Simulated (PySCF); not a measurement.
## One elementary step

Start structure (BH4ClO, singlet), relaxed at PBE0-D4/def2-TZVP:

| atom | x (Å) | y (Å) | z (Å) |
| --- | --- | --- | --- |
| B1 | -0.2786 | -0.3947 | 0.5057 |
| Cl2 | 1.2020 | -1.4568 | 0.2374 |
| H3 | -1.2988 | -0.9221 | 0.1675 |
| H4 | -0.2510 | 0.1894 | 1.5503 |
| H5 | 0.7546 | 1.2383 | -0.4379 |
| O6 | -0.1001 | 0.8152 | -0.6026 |
| H7 | -0.0374 | 0.4042 | -1.4764 |

The step: BH₂Cl ([BH2][Cl]) + H₂O → BH₃O ([BH2][OH]) + HCl; bonds formed: Cl2–H5; dative contacts that become bonds: B1–O6; bonds broken: B1–Cl2, H5–O6. Computed with PySCF 2.14 with density fitting (its default auxiliary sets; JK sets also for MP2 and CCSD(T)) (basis: def2-TZVPP and def2-QZVPP); correlated methods freeze the cores. Extrapolation: Hartree–Fock as exp(−7.88 √X), correlation as X^−2.97. Energies below are by CCSD(T) at an estimated basis limit (MP2 extrapolated from triple and quadruple zeta, plus CCSD(T) − MP2 in triple zeta).

(1) What are the electronic barrier and the energy of the step, from the start structure to the end structure? (Judge from chemistry; the value comes from the calculation.)

No T1 diagnostic of these runs exceeds 0.013.

Answers

(1) By the calculation: Barrier 84.1 kJ/mol; step energy -7.8 kJ/mol (downhill); reverse barrier, their difference, 91.9 kJ/mol. Barrier and step energy count from the start structure, the reverse barrier from the end structure.

The saddle point: One imaginary mode of 984i cm⁻¹.
```csv
pair,start (Å),saddle (Å),end (Å)
B1–O6,1.65,1.48,1.35
Cl2–H5,2.81,1.49,1.29
B1–Cl2,1.84,2.23,4.17
H5–O6,0.97,1.30,1.90
```

Zero-point energy (harmonic, PBE0-D4): ZPE is 130.3 kJ/mol at the start and 114.3 kJ/mol at the saddle, so the barrier goes from 84.1 to 68.2 kJ/mol.

First-order rate constant out of the start structure at 498 K by transition-state theory, with harmonic vibrational free energies alone and no tunnelling: ΔA‡ = 72.2 kJ/mol, so k = (kB T/h) exp(−ΔA‡/kB T) ≈ 10^5 s⁻¹ (an order of magnitude at best: rotation, the number of equivalent paths and anharmonicity are left out).

The step is the kind of ligand exchange by which a precursor binds to a hydroxyl group, or is hydrolysed, in atomic layer deposition of oxides.

Labels in which every atom is bracketed show which atoms are joined, not bond orders.

For scale, one of the runs: CCSD(T)/def2-TZVPP, 160 basis functions, launched by `OMP_NUM_THREADS=4 python run.py`. The run took 110 s on 4 CPU threads of an Arm Neoverse V2 (shared host), with 1.2 GiB of host memory at its peak.
